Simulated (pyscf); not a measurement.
# Four-centre exchange: O=Sn(OH)–OH + hydrogen (H₂) → O=SnH–OH + water (H₂O)

Gas phase, singlet surface, charge 0. Bonds broken: Sn2–O3, H7–H8. Bonds formed: Sn2–H7, O3–H8. PySCF, gas phase, ωB97X-D3(BJ)/def2-SVP geometries.

Transition state (Å):

```xyz
8

O      0.1391     0.2782     2.0829
Sn    -0.4717     0.5163     0.3715
O     -1.1083    -1.1379    -0.7875
O     -1.4723     1.9040    -0.5697
H     -1.1825    -2.0030    -0.3566
H     -1.8213     1.5701    -1.4079
H      0.7788    -0.0452    -1.1489
H      0.0778    -0.7380    -1.2006
```

One imaginary mode, 1383i cm⁻¹; descent along it reached the two sides named, in the forms told below.

```tsv
bond	change	reactant side (Å)	saddle	product side
Sn2–O3	breaks	1.970	2.118	2.330
H7–H8	breaks	0.762	0.987	3.3
Sn2–H7	forms	2.8	2.047	1.711
O3–H8	forms	2.7	1.318	0.968
```

Electronic energies relative to the separated reactants (kcal/mol):

```tsv
level	barrier	reaction energy	reverse barrier
ωB97X-D3(BJ)/def2-TZVP	23.3	+2.5	20.8
PBE/def2-TZVP	19.4	+1.9	17.5
r²SCAN/def2-TZVP	20.3	+3.1	17.2
B3LYP-D3(BJ)/def2-TZVP	23.0	+2.0	21.0
PBE0-D3(BJ)/def2-TZVP	20.0	+0.3	19.7
M06-2X/def2-TZVP	23.8	+5.0	18.8
ωB97M-D3(BJ)/def2-TZVP	23.1	+0.6	22.5
HF/def2-TZVP	33.5	-1.8	35.3
```

With ωB97M-D3(BJ)/def2-TZVP energies and thermal terms (ideal gas, 1 atm, RRHO with modes under 100 cm⁻¹ raised to 100, one conformer, R ln 2 for chiral ones without a mode under 150 cm⁻¹), in kcal/mol:

```json
[
 {"T (K)": "298", "ΔH‡": "23.5", "ΔG‡": "32.0", "ΔH": "+3.0", "ΔG": "+1.0"},
 {"T (K)": "600", "ΔH‡": "22.6", "ΔG‡": "41.1", "ΔH": "+1.9", "ΔG": "-0.5"},
 {"T (K)": "900", "ΔH‡": "22.4", "ΔG‡": "50.4", "ΔH": "+1.0", "ΔG": "-1.5"},
 {"T (K)": "1200", "ΔH‡": "22.6", "ΔG‡": "59.7", "ΔH": "+0.4", "ΔG": "-2.3"}
]
```

On the product side the descent ends in an adduct with a O–Sn contact, 16.4 kcal/mol under the separated species and 37.2 kcal/mol under the saddle at ωB97X-D3(BJ)/def2-TZVP. What is counted as broken (O–Sn) persists as a longer contact in the product adduct; parting that adduct is a step of its own. At the saddle there is also a short H–Sn contact that neither side keeps. O=SnH–OH lies 65.7 kcal/mol over its isomer HO–Sn:–OH [singlet] (electronic energy, ωB97M-D3(BJ)/def2-TZVP). One saddle was located; it need not be the lowest between these sides. Elements past Kr carry the def2 core potentials, without spin-orbit coupling.
